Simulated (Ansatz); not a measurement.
A made-up structure of CH2ClSi, doublet:

```
5
angstrom
Si -0.4492 0.9879 -0.8581
C 0.3588 -0.1991 0.2508
Cl 2.0410 -0.4556 0.3140
H 0.6712 0.8131 0.2121
H -0.1409 -0.6468 1.1087
```

It is relaxed with PBE-D4/def2-SVP and then PBE0-D4/def2-TZVP (Ansatz 0.2.0). Atoms count as bonded within 1.22 times the sum of their covalent radii (H–H: 0.88 Å). The end point is not checked to be a true minimum.

Does its bonding change? (A judgement: the text doesn't fix the answer.)

The calculation gives: Yes. Formed: none; broken: Si1–H4.

Where it ends: The first stage lowers the energy by 1.69 eV in 9 steps. It ends as CH₂ClSi ([Si][CH2][Cl]):
```xyz
5
angstrom
Si -0.5109 0.5898 -1.2351
C 0.4561 0.1225 0.3220
Cl 2.0399 -0.6958 0.0692
H 0.6480 1.0207 0.9203
H -0.1521 -0.5376 0.9511
```

Labels in which every atom is bracketed show which atoms are joined, not bond orders.

For scale, one of the runs: PBE0-D4/def2-TZVP relaxation, 117 basis functions, launched by `ansatz run in.yaml --threads 2 --pin off --events-out ev --progress --plain --max-ram 4352MiB`. The run took about 54 s on 2 CPU threads of an Arm Neoverse V1 (shared host).
